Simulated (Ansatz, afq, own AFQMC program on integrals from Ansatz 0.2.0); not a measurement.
Integrals from Ansatz 0.2.0, then the random walk in our own AFQMC program (afq).

```yaml
crystal:
  periodic: [false, false, false]
  atoms:
    - {symbol: B, position_ang: [0.000000, 0.183472, 2.044927]}
    - {symbol: C, position_ang: [0.000000, -0.232634, -2.034908]}
    - {symbol: H, position_ang: [0.000000, 1.282014, 2.532539]}
    - {symbol: H, position_ang: [0.000000, -0.775572, 2.760296]}
    - {symbol: H, position_ang: [0.000000, 0.297758, -2.978256]}
basis:
  gaussian: {orbitals: cc-pVDZ}
magnetization: {spin_polarized: true, initial_magnetization: 2}
correlation: {method: ccsd_t, electrons: outside_noble_gas, hamiltonian_folder: ham}
```

```sh
$ ansatz run in.yaml --threads 1 --pin off --events-out ev --progress --plain --max-ram 1382MiB
```

Options of the walk:

```
--method phaseless --trial cisd --walkers 60 --populations 1 --least-time 40 --time-step 0.005 --steps-per-block 50 --equilibration-blocks 40 --max-blocks 300 --target-error 0.00076 --factor-cut 1e-05 --start spin_pure --seed 2231 --release-times 0.24,0.51,0.99,1.62,2.4 --release-step 0.03 --release-every 4 --taylor-order 6
```

Times are imaginary, in 1/Eh. The walk had a cap of 1573 s.

Log:

```
orbitals 41  electrons 6 4  factors 290 of 396
reference energy -64.02293852 Eh
CCSD correlation -0.19097789 Eh in 21 cycles, weight of the determinant in the CISD state 0.8961
energy of the start -64.213732 Eh
 block  time / (1/Eh)  mean weight  energy / Eh
     1     0.250  0.9988  -64.211224
     2     0.500  0.9976  -64.211989
     3     0.750  1.0015  -64.212434
     4     1.000  0.9991  -64.212983
     5     1.250  1.0008  -64.214109
     8     2.000  0.9975  -64.215113
    11     2.750  1.0028  -64.216167
    26     6.500  1.0003  -64.221400
    41    10.250  1.0007  -64.218675
    51    12.750  0.9988  -64.213043
    56    14.000  0.9994  -64.217778
    71    17.750  1.0005  -64.216021
    86    21.500  0.9962  -64.221777
   101    25.250  1.0016  -64.217796
   116    29.000  0.9986  -64.216084
   131    32.750  1.0012  -64.217991
   146    36.500  1.0035  -64.223127
   161    40.250  1.0007  -64.213685
   176    44.000  1.0000  -64.222567
   191    47.750  1.0009  -64.216368
   196    49.000  0.9971  -64.217336
blocks merged  error / Eh  count
     1  0.000171  160
     2  0.000211  80
     4  0.000239  40
     8  0.000260  20
    16  0.000311  10
released: time / (1/Eh)  energy / Eh  error  mean overlap
  0.24  -64.217290  0.000351  1.0003
  0.51  -64.217600  0.000339  1.0045
  0.99  -64.217742  0.000301  0.9857
  1.62  -64.217793  0.000452  0.9588
  2.40  -64.217707  0.000472  0.9381
energy -64.217136 +/- 0.000260 Eh
(rows thinned)
```

The run passed its tests (sampling time, drift between the halves within three errors, error under three times the target), which doesn't prove that it has relaxed.

Against this walk (error 7.1 meV) on the same determinant: CCSD(T) 5.8 meV higher (within the noise), CCSDT(Q) 21.1 meV lower. The error is statistical and leaves out the bias of the constraint. Released to 2.40 1/Eh the energy moves by -16 ± 15 meV (both errors), within twice the noise.

Cautions: constraint bias not in the error; lower spins were not checked; an unrestricted solution with more broken spin lies lower (283 meV, ⟨S²⟩ 3.00).

The walk took 5.4 min on 1 thread of Intel(R) Xeon(R) 6975P-C (Granite Rapids), on a shared host. The log's last line is the phaseless energy.

CCSDT and higher add their correlation energy to the determinant of the CCSD(T) run, since their own runs factorise the integrals more tightly (a shift of under 2 meV). A walk keeps the symmetry of its determinant, which the program's search chose and which needn't be the lowest solution, so a lower state of the same spin and another symmetry isn't excluded.
